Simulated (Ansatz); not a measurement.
```yaml
crystal:
  periodic: [false, false, false]
  atoms:
    - {symbol: C, position_ang: [-2.071531, 0.453998, -0.019557]}
    - {symbol: Ge, position_ang: [-0.235710, 0.322178, 0.010839]}
    - {symbol: S, position_ang: [1.388561, -0.945629, -0.017863]}
    - {symbol: H, position_ang: [-2.501852, 1.454250, 0.020133]}
basis:
  gaussian: {orbitals: def2-TZVP}
magnetization: {spin_polarized: true, initial_magnetization: 1}
hamiltonian: {xc: pbe0}
relax: {f_tol: 0.004, max_steps: 80}
```

```sh
$ ansatz run in.yaml --threads 1 --pin off --events-out ev --progress --plain --max-ram 2176MiB
```

Steps of the relaxation (energy above the last step; positions in Å, forces in eV/Å):

```
4
step 1, 64.2 meV
C    -2.072    0.454   -0.020    0.614   -0.061    0.009
Ge   -0.236    0.322    0.011    0.501   -1.020   -0.039
S     1.389   -0.946   -0.018   -0.913    0.861    0.023
H    -2.502    1.454    0.020   -0.202    0.221    0.007
```

```
4
step 2, 11.0 meV
C    -2.063    0.461   -0.019    0.405   -0.014    0.007
Ge   -0.242    0.261    0.008   -0.708    0.122   -0.008
S     1.377   -0.904   -0.016    0.299   -0.137   -0.001
H    -2.492    1.468    0.021    0.004    0.029    0.001
```

```
4
step 3, 1.1 meV
C    -2.068    0.463   -0.019    0.127    0.026    0.004
Ge   -0.267    0.234    0.006   -0.157   -0.015   -0.004
S     1.394   -0.890   -0.015    0.015    0.014    0.001
H    -2.480    1.478    0.022    0.016   -0.026   -0.001
```

```
4
step 6, 0.0 meV
C    -2.069    0.464   -0.019    0.002    0.001    0.000
Ge   -0.278    0.219    0.005   -0.001    0.000    0.000
S     1.398   -0.881   -0.015    0.000    0.000    0.000
H    -2.472    1.482    0.022   -0.001   -0.001    0.000
```

Close pairs at the end: C1–H4 1.095 Å, C1–Ge2 1.807 Å, Ge2–S3 2.005 Å.

A stationary point of unrestricted PBE0 after 6 steps, with ⟨S²⟩ = 0.774 against 0.75 for a pure state; no frequencies were run, so it isn't proven a minimum. 63 s on 1 thread of Arm Neoverse V2, shared host.
